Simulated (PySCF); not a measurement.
Species: C2H5B.
Structure used (PBE0-D3(BJ)/def2-SVP), in Å, numbered top down from 1:
```xyz
8
C2H5B angstrom
B      1.2912    0.0321    0.0979
C     -0.1469   -0.5231    0.1103
C     -1.1994    0.2824   -0.1286
H      2.2511   -0.6728    0.3102
H      1.4624    1.2093   -0.1315
H     -0.3503   -1.5821    0.3131
H     -1.0540    1.3485   -0.3370
H     -2.2360   -0.0755   -0.1280
```

All values: PBE0/pcSseg-1 and CAM-B3LYP/def2-SVPD (PySCF, non-relativistic), on one gas-phase PBE0-D3(BJ)/def2-SVP geometry that isn't relaxed in the solvent. The solvent is an IEF-PCM continuum (Bondi radii, 1.10 Å for H, scaled by 1.2). Specific hydrogen bonds and non-electrostatic terms are outside this model.

Gas phase at PBE0/pcSseg-1: HOMO -8.49 eV, LUMO -2.11 eV, dipole 1.36 D.

Question: What does the continuum do to the energy, the frontier levels and the dipole at PBE0/pcSseg-1 in dichloromethane and acetone?

Answer: 
| solvent | ε | E(solvent) − E(gas) (kJ/mol) | polarisation term (kJ/mol) | distortion of the solute (kJ/mol) | HOMO (eV) | LUMO (eV) | dipole (D) |
| --- | --- | --- | --- | --- | --- | --- | --- |
| dichloromethane | 8.93 | -4.42 | -4.97 | 0.55 | -8.41 | -2.06 | 1.71 |
| acetone | 20.49 | -4.92 | -5.61 | 0.69 | -8.41 | -2.06 | 1.75 |

The polarisation term is half the interaction of the solute with the surface charges that it induces; the rest is the cost of distorting the solute's density. The sum is the electrostatic part of solvation alone. From dichloromethane to acetone the lowering changes by a factor 1.11, Onsager's factor (ε − 1)/(2ε + 1) by 1.10 and ε itself by 2.3.

Question: Which radius a makes the point-dipole formula ΔE = −[(ε − 1)/(2ε + 1)]·μ²/a³ give the value in acetone, with the gas-phase dipole?

Answer: μ = 0.536 au and |ΔE| = 0.00188 Eh give a = 2.19 Å; the farthest nucleus lies 2.37 Å from the centroid of the nuclei, so such a sphere wouldn't even hold the nuclei. The formula assumes a rigid point dipole at the centre of a sphere.

Question: Which Hirshfeld charges (PBE0/pcSseg-1) respond most in acetone (means over atoms taken as equivalent)?

Answer: 
```csv
atoms,environment,gas (e),solvent (e),change
H8,vinylic hydrogen,+0.055,+0.063,+0.008
B1,three-coordinate boron,+0.131,+0.124,-0.007
C2,alkene CH carbon,-0.117,-0.124,-0.007
C3,terminal =CH2 carbon,-0.037,-0.031,+0.006
H7,vinylic hydrogen,+0.054,+0.059,+0.005
H4/H5,B–H hydrogen,-0.064,-0.068,-0.004
H6,vinylic hydrogen,+0.042,+0.044,+0.002
```

Question: Which Mayer bond orders change most in acetone?

Answer: 
```json
{"bond": "B1–C2", "length (Å)": "1.542", "gas": "1.052", "solvent": "1.070", "change": "+0.018"}
{"bond": "C2–C3", "length (Å)": "1.347", "gas": "1.883", "solvent": "1.869", "change": "-0.014"}
{"bond": "B1–H4", "length (Å)": "1.210", "gas": "0.987", "solvent": "0.983", "change": "-0.004"}
{"bond": "C2–H6", "length (Å)": "1.097", "gas": "0.953", "solvent": "0.949", "change": "-0.004"}
{"bond": "C3–H8", "length (Å)": "1.097", "gas": "0.951", "solvent": "0.948", "change": "-0.003"}
{"bond": "B1–H5", "length (Å)": "1.212", "gas": "0.980", "solvent": "0.978", "change": "-0.002"}
{"bond": "C3–H7", "length (Å)": "1.096", "gas": "0.949", "solvent": "0.947", "change": "-0.002"}
```

Question: How do the nuclear quadrupole coupling constants eQVzz/h respond in acetone?

Answer: 
```csv
nucleus,Q (barn),gas (MHz),solvent (MHz),η gas,η solvent
11B at B1,0.04059,5.64,5.59,0.05,0.06
```

Gas phase at CAM-B3LYP/def2-SVPD: HOMO -9.80 eV, LUMO -0.98 eV, dipole 1.30 D.

Question: What does the continuum do to the energy, the frontier levels and the dipole at CAM-B3LYP/def2-SVPD in dichloromethane and acetone?

Answer: 
| solvent | ε | E(solvent) − E(gas) (kJ/mol) | polarisation term (kJ/mol) | distortion of the solute (kJ/mol) | HOMO (eV) | LUMO (eV) | dipole (D) |
| --- | --- | --- | --- | --- | --- | --- | --- |
| dichloromethane | 8.93 | -4.14 | -4.69 | 0.55 | -9.70 | -0.92 | 1.65 |
| acetone | 20.49 | -4.62 | -5.30 | 0.68 | -9.69 | -0.92 | 1.68 |

Question: How does the static polarisability (CAM-B3LYP/def2-SVPD, frozen core, with the continuum's full static response) change?

Answer: 
| medium | isotropic (au) | principal values (au) | ⟨r²⟩ of the electrons (bohr²) |
| --- | --- | --- | --- |
| gas | 41.8 | 29.2, 39.8, 56.4 | 186.5 |
| dichloromethane | 53.1 | 36.2, 50.3, 72.8 | 186.4 |
| acetone | 54.6 | 37.3, 51.8, 74.8 | 186.4 |

The isotropic value in acetone is 1.31 times the gas-phase one; no cavity-field correction is applied. ⟨r²⟩ is taken about the centre of nuclear charge.
